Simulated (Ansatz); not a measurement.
# C5H7N: the cost of one run

Computed with Ansatz 0.2.0 (the levels named in each step, unless a step's input says otherwise).

## 1. The structure to begin with

Bond lengths: C1–C2 1.491 Å, C2–C3 1.322 Å, C3–C4 1.506 Å, C4–C5 1.441 Å, C5–N6 1.143 Å, C1–H7 1.089 Å, C1–H8 1.088 Å, C1–H9 1.091 Å, C2–H10 1.083 Å, C3–H11 1.083 Å, C4–H12 1.101 Å, C4–H13 1.092 Å. Angles (14 of 19 angles, heavy atoms first): C1–C2–C3 124.2°, C2–C3–C4 125.5°, C3–C4–C5 113.4°, C4–C5–N6 179.6°, C1–C2–H10 115.6°, C3–C2–H10 120.2°, C2–C1–H7 110.1°, C2–C1–H8 111.3°, C2–C1–H9 110.0°, C2–C3–H11 120.5°, C4–C3–H11 114.0°, C3–C4–H12 109.5°, C3–C4–H13 109.8°, C5–C4–H12 107.9°.

Coordinates:

```xyz
13

C     2.7009   -0.1493    0.2784
C     1.2286    0.0110    0.1089
C     0.3533   -0.9685    0.2555
C    -1.1383   -0.8399    0.0926
C    -1.5638    0.4917   -0.2550
N    -1.9088    1.5460   -0.5313
H     3.2153    0.1255   -0.6409
H     2.9594   -1.1742    0.5345
H     3.0599    0.5129    1.0670
H     0.8925    1.0069   -0.1507
H     0.6843   -1.9659    0.5158
H    -1.4818   -1.5222   -0.7001
H    -1.6382   -1.1324    1.0184
```

## 2. A rough first relaxation, PBE-D4/def2-SVP

This run stands in another session on the same molecule. It ended at:

```xyz
13

C     2.7261   -0.1464    0.2813
C     1.2469    0.0089    0.1110
C     0.3445   -0.9785    0.2548
C    -1.1533   -0.8419    0.0870
C    -1.6060    0.5048   -0.2626
N    -1.9485    1.5891   -0.5419
H     3.2671    0.1341   -0.6481
H     3.0097   -1.1846    0.5455
H     3.1102    0.5298    1.0752
H     0.8806    1.0186   -0.1530
H     0.6813   -1.9967    0.5193
H    -1.5196   -1.5444   -0.6959
H    -1.6760   -1.1513    1.0206
```

## 3. Relaxation, PBE0-D4/def2-TZVPP

This run stands in another session on the same molecule. It ended at:

```xyz
13

C     2.7029   -0.1479    0.2796
C     1.2327    0.0078    0.1099
C     0.3512   -0.9710    0.2539
C    -1.1362   -0.8419    0.0887
C    -1.5764    0.4989   -0.2584
N    -1.9128    1.5630   -0.5326
H     3.2316    0.1255   -0.6378
H     2.9741   -1.1721    0.5393
H     3.0765    0.5160    1.0641
H     0.8734    1.0011   -0.1505
H     0.6886   -1.9708    0.5138
H    -1.4939   -1.5277   -0.6871
H    -1.6487   -1.1392    1.0101
```

## 4. Turn 0°, PBE0-D4/def2-TZVP

Input file input.yaml:

```yaml
crystal:
  periodic: [false, false, false]
  atoms:
    - { symbol: C, position_ang: [2.70316795, -0.14797944, 0.27963318] }
    - { symbol: C, position_ang: [1.23293702, 0.00765682, 0.11001618] }
    - { symbol: C, position_ang: [0.35123014, -0.97095406, 0.25386907] }
    - { symbol: C, position_ang: [-1.13613115, -0.84177859, 0.08867323] }
    - { symbol: C, position_ang: [-1.57658562, 0.49898572, -0.25843019] }
    - { symbol: "N", position_ang: [-1.91356145, 1.56287855, -0.53270513] }
    - { symbol: H, position_ang: [3.23183595, 0.12575269, -0.63851309] }
    - { symbol: H, position_ang: [2.97455354, -1.1728271, 0.53944266] }
    - { symbol: H, position_ang: [3.07672436, 0.5164902, 1.06470735] }
    - { symbol: H, position_ang: [0.87371313, 1.0017598, -0.15050993] }
    - { symbol: H, position_ang: [0.68811652, -1.97158819, 0.51385711] }
    - { symbol: H, position_ang: [-1.49400676, -1.52789436, -0.68780431] }
    - { symbol: H, position_ang: [-1.64890363, -1.13902204, 1.01087386] }
basis:
  gaussian: { orbitals: def2-TZVP }
hamiltonian:
  xc: pbe0
  dispersion: d4
output:
  forces: true
```

Command:

```bash
$ ansatz run input.yaml --threads 8 --pin off --max-ram 22528MiB --backend cpu --events-out ev --progress --plain --runs-dir out
```

Q: Estimate wall time and peak memory on 8 threads of Arm Neoverse V2, shared host.

About 2.2 s, with a peak of 0.59 GiB.
